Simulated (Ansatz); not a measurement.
CH2AlN, SMILES `[CH]1=[N][AlH]1` at its PBE0-D4/def2-TZVP geometry, where that method's forces vanish. Charge 0, multiplicity 1.

```xyz
5

C    -0.2575    0.7028    0.5637
N    -0.4635    0.7825   -0.7071
Al    0.3452   -0.8090   -0.2825
H    -0.5202    1.4665    1.3080
H     0.8960   -2.1429   -0.8821
```

(1) What forces (eV/Å) does PBE-D4/def2-TZVPP give on these atoms in Ansatz 0.2.0? (An estimate is asked.)

## Answers

(1) Computed: 
```
C1   0.025  0.076  0.464
N2  -0.252  0.347 -0.665
Al3  0.247 -0.497  0.096
H4  -0.050  0.164  0.203
H5   0.030 -0.090 -0.097
```
